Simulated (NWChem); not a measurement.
# chloroform (CHCl$_{3}$); SMILES ClC(Cl)Cl

Computed with NWChem. Geometry: optimised at PBE0/def2-SVP.

Predict the results for PBE/pcseg-2. Quantities: highest occupied level (eV); orbital gap (eV); dipole (D).


- highest occupied level (eV): -7.51
- orbital gap (eV): 5.51
- dipole (D): 1.09
